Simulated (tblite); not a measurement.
Record of a relaxation.

Species: C2H4NO (doublet state).
Atom-mapped SMILES: `[CH2:1]=[N:2][CH2:3][O:4]` (hydrogens: H5, H6 on C1; H7, H8 on C3)
Bond orders are those of one Lewis drawing.

Computed with GFN2-xTB (tblite), gas phase: L-BFGS steps from a force-field or distance-geometry start until the largest atomic force falls under 0.01 eV/Å. 12 of its 56 geometries are shown.

Step 0: E = -358.0343 eV, largest atomic force 3.999 eV/Å
```
atom  x, y, z in Å  |  force x, y, z in eV/Å
C1      1.302    0.134   -0.201   -2.430  -1.418  -0.547
N2      0.262   -0.576   -0.481    2.132   1.679   1.299
C3     -0.958   -0.185    0.155   -1.862  -0.242  -3.531
O4     -1.960   -0.088   -0.838    1.731   0.004   2.580
H5      2.239   -0.108   -0.625    0.592  -0.160  -0.267
H6      1.179    0.979    0.460    0.483   0.388   0.109
H7     -0.855    0.822    0.623   -0.322  -0.345   0.105
H8     -1.200   -0.968    0.882   -0.325   0.096   0.251
```

Step 5: E = -358.4599 eV, largest atomic force 0.469 eV/Å
```
atom  x, y, z in Å  |  force x, y, z in eV/Å
C1      1.296    0.136   -0.199    0.392   0.242   0.089
N2      0.295   -0.556   -0.451   -0.418  -0.073  -0.148
C3     -0.993   -0.213    0.062   -0.305   0.088  -0.072
O4     -1.972   -0.076   -0.780    0.216  -0.074   0.116
H5      2.252   -0.122   -0.625    0.044  -0.090   0.076
H6      1.238    1.014    0.452    0.264   0.149  -0.123
H7     -0.887    0.763    0.631   -0.108  -0.106   0.045
H8     -1.219   -0.937    0.885   -0.084  -0.136   0.017
```

Step 10: E = -358.5027 eV, largest atomic force 0.425 eV/Å
```
atom  x, y, z in Å  |  force x, y, z in eV/Å
C1      1.317    0.155   -0.197   -0.191  -0.038  -0.104
N2      0.282   -0.501   -0.449    0.278   0.096   0.307
C3     -1.031   -0.217    0.064    0.168   0.008   0.042
O4     -1.988   -0.088   -0.789   -0.094   0.003  -0.050
H5      2.269   -0.166   -0.600   -0.092  -0.111  -0.030
H6      1.347    1.073    0.403   -0.051  -0.042  -0.052
H7     -0.939    0.727    0.668   -0.110   0.141   0.102
H8     -1.249   -0.972    0.876    0.093  -0.057  -0.215
```

Step 15: E = -358.5260 eV, largest atomic force 0.144 eV/Å
```
atom  x, y, z in Å  |  force x, y, z in eV/Å
C1      1.331    0.176   -0.205    0.032  -0.047   0.084
N2      0.286   -0.473   -0.394   -0.030  -0.028  -0.051
C3     -1.037   -0.203    0.075   -0.011  -0.007   0.020
O4     -1.986   -0.095   -0.795    0.095   0.101  -0.037
H5      2.259   -0.223   -0.593    0.003   0.007  -0.020
H6      1.402    1.113    0.355   -0.054   0.054  -0.083
H7     -1.003    0.730    0.711   -0.044  -0.062   0.020
H8     -1.243   -1.016    0.822    0.009  -0.017   0.068
```

Step 20: E = -358.5321 eV, largest atomic force 0.117 eV/Å
```
atom  x, y, z in Å  |  force x, y, z in eV/Å
C1      1.335    0.171   -0.196    0.015   0.069  -0.093
N2      0.289   -0.475   -0.378   -0.022  -0.088   0.063
C3     -1.036   -0.205    0.081   -0.036   0.021   0.000
O4     -1.964   -0.066   -0.808    0.029   0.002   0.027
H5      2.256   -0.235   -0.594    0.027   0.026   0.042
H6      1.398    1.134    0.319    0.001   0.005  -0.015
H7     -1.029    0.717    0.734    0.065  -0.047   0.018
H8     -1.241   -1.030    0.819   -0.078   0.012  -0.042
```

Step 25: E = -358.5513 eV, largest atomic force 0.415 eV/Å
```
atom  x, y, z in Å  |  force x, y, z in eV/Å
C1      1.328    0.190   -0.247   -0.083  -0.221   0.341
N2      0.313   -0.535   -0.250    0.165   0.268  -0.044
C3     -1.038   -0.217    0.113    0.080  -0.034   0.034
O4     -1.855    0.053   -0.852    0.051  -0.107   0.182
H5      2.272   -0.245   -0.552   -0.056   0.027  -0.098
H6      1.371    1.215    0.136   -0.093   0.024  -0.170
H7     -1.049    0.633    0.854    0.128   0.027  -0.043
H8     -1.334   -1.083    0.774   -0.191   0.016  -0.201
```

Step 30: E = -358.5819 eV, largest atomic force 1.019 eV/Å
```
atom  x, y, z in Å  |  force x, y, z in eV/Å
C1      1.315    0.193   -0.243   -0.668  -0.231  -0.018
N2      0.371   -0.616   -0.034    0.520   0.875  -0.045
C3     -1.010   -0.245    0.184   -0.419   0.210  -0.364
O4     -1.635    0.239   -0.866    0.446  -0.254   0.802
H5      2.276   -0.228   -0.518   -0.048   0.122   0.117
H6      1.233    1.306   -0.203   -0.022  -0.768  -0.038
H7     -1.005    0.509    1.034   -0.120  -0.302  -0.281
H8     -1.536   -1.149    0.623    0.311   0.348  -0.172
```

Step 35: E = -358.6392 eV, largest atomic force 0.302 eV/Å
```
atom  x, y, z in Å  |  force x, y, z in eV/Å
C1      1.302    0.189   -0.261   -0.021   0.059   0.053
N2      0.382   -0.594    0.047   -0.019   0.145  -0.143
C3     -1.016   -0.232    0.190    0.139  -0.138  -0.004
O4     -1.568    0.300   -0.849   -0.009  -0.006   0.121
H5      2.272   -0.229   -0.494    0.041   0.044   0.077
H6      1.204    1.285   -0.303   -0.043  -0.278  -0.111
H7     -1.040    0.449    1.072   -0.113   0.088   0.131
H8     -1.526   -1.158    0.574    0.027   0.086  -0.126
```

Step 40: E = -358.6721 eV, largest atomic force 0.550 eV/Å
```
atom  x, y, z in Å  |  force x, y, z in eV/Å
C1      1.275    0.173   -0.287   -0.082   0.009   0.023
N2      0.429   -0.564    0.272    0.157   0.288  -0.391
C3     -0.973   -0.208    0.247   -0.046   0.209  -0.023
O4     -1.345    0.516   -0.767   -0.146  -0.232   0.366
H5      2.282   -0.200   -0.404    0.038   0.126   0.087
H6      1.034    1.181   -0.686    0.063  -0.518   0.175
H7     -1.153    0.283    1.242   -0.051  -0.024  -0.174
H8     -1.541   -1.172    0.359    0.067   0.143  -0.063
```

Step 45: E = -358.6974 eV, largest atomic force 0.124 eV/Å
```
atom  x, y, z in Å  |  force x, y, z in eV/Å
C1      1.290    0.170   -0.292    0.038   0.037  -0.002
N2      0.425   -0.563    0.229   -0.090  -0.070   0.050
C3     -0.976   -0.203    0.243   -0.018   0.013  -0.018
O4     -1.399    0.496   -0.758   -0.098   0.068  -0.021
H5      2.303   -0.191   -0.387    0.031   0.001   0.039
H6      1.062    1.172   -0.662    0.017   0.002  -0.040
H7     -1.158    0.292    1.230    0.075   0.008  -0.007
H8     -1.538   -1.163    0.373    0.047  -0.058  -0.003
```

Step 50: E = -358.7017 eV, largest atomic force 0.050 eV/Å
```
atom  x, y, z in Å  |  force x, y, z in eV/Å
C1      1.294    0.170   -0.291    0.014   0.013  -0.021
N2      0.417   -0.553    0.225    0.015   0.020  -0.031
C3     -0.986   -0.200    0.238    0.009  -0.013   0.007
O4     -1.433    0.507   -0.748    0.011  -0.010   0.016
H5      2.311   -0.192   -0.359   -0.037  -0.011   0.031
H6      1.081    1.166   -0.687   -0.003  -0.004   0.001
H7     -1.150    0.286    1.232    0.000  -0.011  -0.011
H8     -1.526   -1.175    0.365   -0.010   0.015   0.008
```

Step 55: E = -358.7021 eV, largest atomic force 0.005 eV/Å
```
atom  x, y, z in Å  |  force x, y, z in eV/Å
C1      1.295    0.172   -0.294    0.000   0.001   0.001
N2      0.416   -0.551    0.219    0.000  -0.002  -0.002
C3     -0.986   -0.201    0.237   -0.005  -0.002   0.001
O4     -1.437    0.506   -0.747    0.000   0.000  -0.003
H5      2.309   -0.194   -0.351    0.003  -0.002   0.001
H6      1.086    1.168   -0.690   -0.003   0.001   0.000
H7     -1.147    0.283    1.232    0.002   0.002   0.004
H8     -1.528   -1.175    0.368    0.004   0.003  -0.002
```

**Question.** Summarise the path.

**Answer.** The energy falls by 0.6678 eV from step 0 to step 55; nine tenths of that is first reached at step 35. It rises by more than 0.2 meV at steps 30 and 40. The largest force goes from 3.999 to 0.005 eV/Å. Among the bonds C3–O4 changes most, from 1.414 to 1.293 Å; the atoms move by 0.685 Å rms after alignment.

**Question.** Follow the three bonds and two angles with the largest change from start to end.

**Answer.** 
```csv
step,E above end (eV),largest force (eV/Å),C3–O4 (Å),C1=N2 (Å),C3–H8 (Å),H7–C3–H8 (°),N2–C3–O4 (°)
0,0.6678,3.999,1.414,1.290,1.095,112.7,108.1
2,0.3215,1.600,1.264,1.256,1.138,105.5,115.0
5,0.2421,0.469,1.298,1.242,1.119,101.9,118.2
7,0.2266,0.246,1.289,1.249,1.120,100.2,119.2
10,0.1994,0.425,1.287,1.251,1.130,101.0,117.5
12,0.1876,0.283,1.294,1.243,1.130,102.4,117.3
14,0.1781,0.196,1.294,1.243,1.124,103.3,118.1
17,0.1733,0.141,1.290,1.247,1.124,103.0,118.2
19,0.1710,0.121,1.292,1.245,1.126,102.8,117.8
22,0.1659,0.242,1.295,1.241,1.127,102.4,117.5
24,0.1569,0.297,1.296,1.244,1.129,101.4,117.1
26,0.1398,0.552,1.288,1.251,1.129,100.9,116.6
29,0.1024,0.313,1.292,1.248,1.124,103.4,115.8
31,0.0945,0.402,1.300,1.245,1.118,104.4,116.0
33,0.0811,0.251,1.296,1.247,1.125,103.7,115.9
36,0.0542,0.224,1.290,1.245,1.123,102.9,115.8
38,0.0338,0.254,1.292,1.244,1.118,103.0,115.6
41,0.0151,0.229,1.290,1.247,1.118,102.2,115.8
43,0.0094,0.276,1.294,1.253,1.124,101.0,116.2
45,0.0046,0.124,1.293,1.247,1.120,101.2,116.3
48,0.0013,0.072,1.292,1.249,1.124,101.4,117.4
50,0.0003,0.050,1.293,1.248,1.122,101.9,117.5
53,0.0000,0.019,1.293,1.248,1.121,101.8,117.5
55,0.0000,0.005,1.293,1.248,1.122,101.7,117.5
```

The cost below is that of the whole relaxation. Time: 0.51 s of wall time. Hardware: Intel Xeon at 2.50 GHz, one thread, shared host with 64 logical CPUs at a one-minute load of 8.8.
